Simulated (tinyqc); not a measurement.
RKS/exchange-only LDA in the sto-3g basis, for H2O, spin multiplicity 1, step by step (part 2 of 2). Computed by tinyqc, a small Python program that keeps every step (integrals from PySCF). Command: `OMP_NUM_THREADS=1 python tinyqc.py 28497 28498 out.jsonl` (the two numbers bound the seeds that draw the settings). One thread of a shared host (Intel(R) Xeon(R) Processor @ 2.60GHz), about 0.6 s of CPU time with the checks.

Geometry (angstrom):
```
atom         x          y         z
O     0.000000   0.000000  0.000000
H     0.000000   0.947000  0.880000
H     0.000000  -0.956000  0.888000
```

## Iteration 2: DIIS over 2 matrices

error matrix X^T (FDS - SDF) X:
$$\begin{pmatrix}
0.000000 & -0.001914 & -0.134713 & 0.000000 & -0.364680 & 0.023623 & 0.587837 \\
0.001914 & 0.000000 & 0.004418 & 0.000000 & 0.010419 & 0.617810 & -0.010001 \\
0.134713 & -0.004418 & 0.000000 & 0.000000 & -0.105009 & -0.001522 & 0.136355 \\
0.000000 & 0.000000 & 0.000000 & 0.000000 & 0.000000 & 0.000000 & 0.000000 \\
0.364680 & -0.010419 & 0.105009 & 0.000000 & 0.000000 & -0.000105 & -0.088831 \\
-0.023623 & -0.617810 & 0.001522 & 0.000000 & 0.000105 & 0.000000 & 0.001971 \\
-0.587837 & 0.010001 & -0.136355 & 0.000000 & 0.088831 & -0.001971 & 0.000000
\end{pmatrix}$$

B (overlaps of the stored error matrices):
$$\begin{pmatrix}
1.3287261e-01 & -2.4989464e-01 \\
-2.4989464e-01 & 1.8333729e+00
\end{pmatrix}$$

Minimise |sum c_i e_i|^2 with sum c_i = 1: solve [B -1; -1 0][c; lambda] = [0; -1] with B_ij = tr e_i^T e_j, and take F = sum c_i F_i.

DIIS coefficients: [0.844784, 0.155216]

extrapolated F (hartree), order 1O 1s, 1O 2s, 1O 2px, 1O 2py, 1O 2pz, 2H 1s, 3H 1s:
$$\begin{pmatrix}
-23.664213 & -5.618599 & 0.000000 & -0.000449 & -0.026660 & -0.587790 & -0.571814 \\
-5.618599 & -2.947496 & 0.000000 & -0.002525 & -0.111506 & -0.554365 & -0.541141 \\
0.000000 & 0.000000 & -1.154233 & 0.000000 & 0.000000 & 0.000000 & 0.000000 \\
-0.000449 & -0.002525 & 0.000000 & -1.153073 & -0.000446 & -0.203750 & 0.198777 \\
-0.026660 & -0.111506 & 0.000000 & -0.000446 & -1.161043 & -0.206860 & -0.202545 \\
-0.587790 & -0.554365 & 0.000000 & -0.203750 & -0.206860 & -0.063775 & -0.133889 \\
-0.571814 & -0.541141 & 0.000000 & 0.198777 & -0.202545 & -0.133889 & -0.052522
\end{pmatrix}$$

## Iteration 2: diagonalisation and new density

X, order 1O 1s, 1O 2s, 1O 2px, 1O 2py, 1O 2pz, 2H 1s, 3H 1s:
$$\begin{pmatrix}
-0.419613 & 0.018072 & 0.684086 & 0.000000 & 0.610410 & -0.004254 & 0.216364 \\
0.912344 & -0.028545 & -0.295191 & 0.000000 & 0.337229 & -0.004187 & 0.461161 \\
0.000000 & 0.000000 & 0.000000 & 1.000000 & 0.000000 & 0.000000 & 0.000000 \\
0.027075 & 0.763183 & -0.001996 & 0.000000 & 0.001013 & 0.716336 & 0.004446 \\
0.443941 & -0.011701 & 0.690561 & 0.000000 & -0.582845 & -0.000751 & 0.240377 \\
-0.580740 & -0.676299 & -0.223220 & 0.000000 & -0.185294 & 0.390325 & 0.397678 \\
-0.527003 & 0.710806 & -0.228120 & 0.000000 & -0.188957 & -0.397817 & 0.390574
\end{pmatrix}$$

Diagonalise F' = X^T F X, C = X C', fill 5 alpha and 5 beta electrons from the bottom; D = 2 C_occ C_occ^T. Each column has its largest component positive (the first on a tie).

F' = X^T F X (hartree):
$$\begin{pmatrix}
-1.975764 & 0.083755 & 3.497902 & 0.000000 & 3.704620 & -0.042584 & 0.998952 \\
0.083755 & -0.176717 & -0.175203 & 0.000000 & -0.188597 & -0.591656 & -0.068926 \\
3.497902 & -0.175203 & -9.275199 & 0.000000 & -9.136507 & 0.074884 & -4.813359 \\
0.000000 & 0.000000 & 0.000000 & -1.154233 & 0.000000 & 0.000000 & 0.000000 \\
3.704620 & -0.188597 & -9.136507 & 0.000000 & -11.496868 & 0.083105 & -5.534640 \\
-0.042584 & -0.591656 & 0.074884 & 0.000000 & 0.083105 & -0.796001 & 0.038119 \\
0.998952 & -0.068926 & -4.813359 & 0.000000 & -5.534640 & 0.038119 & -3.683857
\end{pmatrix}$$

orbital energies (hartree): MO1 -23.664259, MO2 -1.739134, MO3 -1.154233, MO4 -1.154063, MO5 -1.141122, MO6 0.108252, MO7 0.185921

coefficients C, order 1O 1s, 1O 2s, 1O 2px, 1O 2py, 1O 2pz, 2H 1s, 3H 1s:
$$\begin{pmatrix}
0.999797 & -0.244322 & 0.000000 & 0.000904 & 0.044201 & 0.050648 & 0.000425 \\
0.000863 & 1.038561 & 0.000000 & -0.003848 & -0.187433 & -0.364654 & -0.002143 \\
0.000000 & 0.000000 & 1.000000 & 0.000000 & 0.000000 & 0.000000 & 0.000000 \\
0.000021 & 0.004819 & 0.000000 & 1.008096 & 0.002944 & -0.008037 & 0.282825 \\
0.001205 & 0.208954 & 0.000000 & -0.003656 & 0.987428 & -0.229981 & -0.001500 \\
-0.000049 & -0.053221 & 0.000000 & -0.021648 & -0.017574 & 0.754555 & -0.785073 \\
-0.000043 & -0.051837 & 0.000000 & 0.021987 & -0.017509 & 0.722114 & 0.810310
\end{pmatrix}$$

D after iteration 2, order 1O 1s, 1O 2s, 1O 2px, 1O 2py, 1O 2pz, 2H 1s, 3H 1s:
$$\begin{pmatrix}
2.122484 & -0.522338 & 0.000000 & -0.000228 & -0.012411 & 0.024315 & 0.023735 \\
-0.522338 & 2.227512 & 0.000000 & 0.001148 & 0.063900 & -0.103792 & -0.101277 \\
0.000000 & 0.000000 & 2.000000 & 0.000000 & 0.000000 & 0.000000 & 0.000000 \\
-0.000228 & 0.001148 & 0.000000 & 2.032579 & 0.000457 & -0.044263 & 0.043728 \\
-0.012411 & 0.063900 & 0.000000 & 0.000457 & 2.037383 & -0.056789 & -0.056402 \\
0.024315 & -0.103792 & 0.000000 & -0.044263 & -0.056789 & 0.007220 & 0.005181 \\
0.023735 & -0.101277 & 0.000000 & 0.043728 & -0.056402 & 0.005181 & 0.006954
\end{pmatrix}$$

## Iteration 14 (converged): orbitals

converged F (hartree), order 1O 1s, 1O 2s, 1O 2px, 1O 2py, 1O 2pz, 2H 1s, 3H 1s:
$$\begin{pmatrix}
-18.215788 & -4.742580 & 0.000000 & -0.000126 & -0.013212 & -0.496351 & -0.482876 \\
-4.742580 & -1.835410 & 0.000000 & -0.001217 & -0.081132 & -0.394239 & -0.385461 \\
0.000000 & 0.000000 & 0.002801 & 0.000000 & 0.000000 & 0.000000 & 0.000000 \\
-0.000126 & -0.001217 & 0.000000 & -0.072521 & -0.000471 & -0.139044 & 0.136404 \\
-0.013212 & -0.081132 & 0.000000 & -0.000471 & -0.065425 & -0.144863 & -0.142440 \\
-0.496351 & -0.394239 & 0.000000 & -0.139044 & -0.144863 & -0.157991 & -0.113961 \\
-0.482876 & -0.385461 & 0.000000 & 0.136404 & -0.142440 & -0.113961 & -0.153793
\end{pmatrix}$$

As before.

F' = X^T F X (hartree):
$$\begin{pmatrix}
-0.868660 & 0.055058 & 2.497810 & 0.000000 & 2.580426 & -0.017385 & 1.125891 \\
0.055058 & 0.206559 & -0.126790 & 0.000000 & -0.136179 & 0.038289 & -0.062629 \\
2.497810 & -0.126790 & -6.519174 & 0.000000 & -7.417041 & 0.056119 & -3.733635 \\
0.000000 & 0.000000 & 0.000000 & 0.002801 & 0.000000 & 0.000000 & 0.000000 \\
2.580426 & -0.136179 & -7.417041 & 0.000000 & -8.688857 & 0.065443 & -4.461753 \\
-0.017385 & 0.038289 & 0.056119 & 0.000000 & 0.065443 & -0.206233 & 0.033850 \\
1.125891 & -0.062629 & -3.733635 & 0.000000 & -4.461753 & 0.033850 & -2.801436
\end{pmatrix}$$

orbital energies (hartree): MO1 -18.227682, MO2 -0.672280, MO3 -0.209074, MO4 -0.145881, MO5 0.002801, MO6 0.164298, MO7 0.212818

coefficients C, order 1O 1s, 1O 2s, 1O 2px, 1O 2py, 1O 2pz, 2H 1s, 3H 1s:
$$\begin{pmatrix}
0.993117 & -0.245958 & 0.002132 & 0.105692 & 0.000000 & -0.076344 & -0.005158 \\
0.028588 & 0.912193 & -0.009979 & -0.488504 & 0.000000 & 0.417415 & 0.029163 \\
0.000000 & 0.000000 & 0.000000 & 0.000000 & 1.000000 & 0.000000 & 0.000000 \\
0.000044 & 0.002060 & 0.645664 & -0.005818 & 0.000000 & -0.046431 & 0.822963 \\
0.002435 & 0.126827 & 0.005725 & 0.668175 & 0.000000 & 0.779038 & 0.045875 \\
-0.004627 & 0.141577 & 0.456451 & 0.387555 & 0.000000 & -0.575716 & -0.692273 \\
-0.004513 & 0.137830 & -0.451853 & 0.396826 & 0.000000 & -0.646815 & 0.618465
\end{pmatrix}$$

D after iteration 14, order 1O 1s, 1O 2s, 1O 2px, 1O 2py, 1O 2pz, 2H 1s, 3H 1s:
$$\begin{pmatrix}
2.115904 & -0.495243 & 0.000000 & 0.000598 & 0.083715 & 0.005035 & 0.005191 \\
-0.495243 & 2.143296 & 0.000000 & -0.003442 & -0.421406 & -0.129727 & -0.127488 \\
0.000000 & 0.000000 & 2.000000 & 0.000000 & 0.000000 & 0.000000 & 0.000000 \\
0.000598 & -0.003442 & 0.000000 & 0.833840 & 0.000141 & 0.585501 & -0.587540 \\
0.083715 & -0.421406 & 0.000000 & 0.000141 & 0.925162 & 0.559024 & 0.560063 \\
0.005035 & -0.129727 & 0.000000 & 0.585501 & 0.559024 & 0.757223 & -0.065844 \\
0.005191 & -0.127488 & 0.000000 & -0.587540 & 0.560063 & -0.065844 & 0.761318
\end{pmatrix}$$

## Convergence

Stop when the energy changes by less than 1e-10 hartree and every element of the error matrix X^T (F D S - S D F) X is below 3e-06.

Course of the cycle:
```
iteration   E (hartree)     change  largest element of the error matrix
1          -28.10201237          -                             1.69e-01
2          -72.45395007  -4.44e+01                             6.18e-01
3          -72.55014445  -9.62e-02                             6.65e-01
4          -72.68931717  -1.39e-01                             7.22e-01
5          -72.76718089  -7.79e-02                             7.48e-01
6          -72.28411237   4.83e-01                             7.22e-01
7          -73.81641968  -1.53e+00                             5.07e-01
8          -73.96597312  -1.50e-01                             2.49e-01
9          -74.00490922  -3.89e-02                             8.09e-02
10         -74.00977313  -4.86e-03                             4.87e-03
11         -74.00981669  -4.36e-05                             1.70e-03
12         -74.00981871  -2.02e-06                             2.98e-05
13         -74.00981871  -1.07e-09                             2.02e-06
14         -74.00981871  -8.64e-12                             4.02e-07
```

PySCF RKS in the same basis, fine grid = -74.00966500 hartree

Converged in 14 iterations. The coarse grid moves the energy by -1.54e-04 hartree.

## Populations, bond orders and dipole

overlap S, order 1O 1s, 1O 2s, 1O 2px, 1O 2py, 1O 2pz, 2H 1s, 3H 1s:
$$\begin{pmatrix}
1.000000 & 0.236704 & 0.000000 & 0.000000 & 0.000000 & 0.024455 & 0.023791 \\
0.236704 & 1.000000 & 0.000000 & 0.000000 & 0.000000 & 0.284405 & 0.278769 \\
0.000000 & 0.000000 & 1.000000 & 0.000000 & 0.000000 & 0.000000 & 0.000000 \\
0.000000 & 0.000000 & 0.000000 & 1.000000 & 0.000000 & 0.196023 & -0.192845 \\
0.000000 & 0.000000 & 0.000000 & 0.000000 & 1.000000 & 0.182155 & 0.179128 \\
0.024455 & 0.284405 & 0.000000 & 0.196023 & 0.182155 & 1.000000 & 0.139495 \\
0.023791 & 0.278769 & 0.000000 & -0.192845 & 0.179128 & 0.139495 & 1.000000
\end{pmatrix}$$

Mulliken: Z minus the diagonal of D S on the atom; Loewdin: the same with S^(1/2) D S^(1/2); Mayer order: 2 sum_s sum (D(s) S)_ij (D(s) S)_ji over the two atoms.

Charges (e):
```
atom   Mulliken    Loewdin
1O    -0.141790  -0.107560
2H     0.072134   0.054634
3H     0.069656   0.052925
```

Mayer bond orders:
```
pair     order
2-1   0.994716
3-1   0.995067
3-2   0.000081
```

dipole moment about the origin, x y z (debye): [0.000000, 0.009088, 1.157476]
